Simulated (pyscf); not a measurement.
Structures and frequencies: ωB97X-D3(BJ)/def2-SVP in PySCF.

Question: For the elementary gas-phase step HO–Cd–F + water (H₂O) → HO–Cd–OH + hydrogen fluoride (HF) (singlet surface; Cd–F, H–O broken, Cd–O, F–H formed), what barrier and reaction energy does r²SCAN/def2-TZVP give, measured from the separated reactants?

Answer: ΔE‡ = -7.3 kcal/mol, ΔE = +8.0 kcal/mol. ωB97M-D3(BJ)/def2-TZVP gives -5.4 kcal/mol and +8.1 kcal/mol. Zero-point energy shifts the barrier by +0.2 kcal/mol. It is a four-centre exchange, with an imaginary mode of 319i cm⁻¹. On the reactant side the descent ends in an adduct with a Cd–O contact, 14.6 kcal/mol under the separated species and 8.5 kcal/mol under the saddle at ωB97X-D3(BJ)/def2-TZVP. On the product side the descent ends in a bound adduct, 15.7 kcal/mol under the separated species and 1.5 kcal/mol under the saddle at ωB97X-D3(BJ)/def2-TZVP. At r²SCAN the saddle lies under the separated reactants, which points to a path from their complex (located at ωB97X-D3(BJ) alone). At r²SCAN the saddle lies under the separated products, which points to a path from their complex (located at ωB97X-D3(BJ) alone), and parting the products costs more than the saddle. What is counted as formed (Cd–O) is already present as a longer contact in the reactant adduct; forming that adduct is a step of its own. One saddle was located; it need not be the lowest between these sides. Elements past Kr carry the def2 core potentials, without spin-orbit coupling.
